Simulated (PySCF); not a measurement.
```xyz
9

C      1.1484    -0.1565    -0.0767
O      0.0559     0.4634    -0.6740
C     -1.1412     0.2162    -0.0102
H      1.0410    -1.2606    -0.0518
H      1.3064     0.1878     0.9662
H      2.0450     0.0910    -0.6626
H     -1.9447     0.7405    -0.5467
H     -1.3881    -0.8651     0.0188
H     -1.1227     0.5832     1.0368
```

Charge 0, multiplicity 1.

**Question.** Give the Mulliken and meta-Löwdin atomic charges from PBE-D3(BJ)/def2-TZVP // PBE0-D3(BJ)/def2-SVP in PySCF.

**Answer.** 
```json
[
 {"atom": "C1", "Mulliken (e)": "-0.20", "meta-Löwdin (e)": "-0.14"},
 {"atom": "O2", "Mulliken (e)": "-0.24", "meta-Löwdin (e)": "-0.35"},
 {"atom": "C3", "Mulliken (e)": "-0.20", "meta-Löwdin (e)": "-0.14"},
 {"atom": "H4", "Mulliken (e)": "0.10", "meta-Löwdin (e)": "0.09"},
 {"atom": "H5", "Mulliken (e)": "0.10", "meta-Löwdin (e)": "0.09"},
 {"atom": "H6", "Mulliken (e)": "0.13", "meta-Löwdin (e)": "0.13"},
 {"atom": "H7", "Mulliken (e)": "0.13", "meta-Löwdin (e)": "0.13"},
 {"atom": "H8", "Mulliken (e)": "0.10", "meta-Löwdin (e)": "0.09"},
 {"atom": "H9", "Mulliken (e)": "0.10", "meta-Löwdin (e)": "0.09"}
]
```
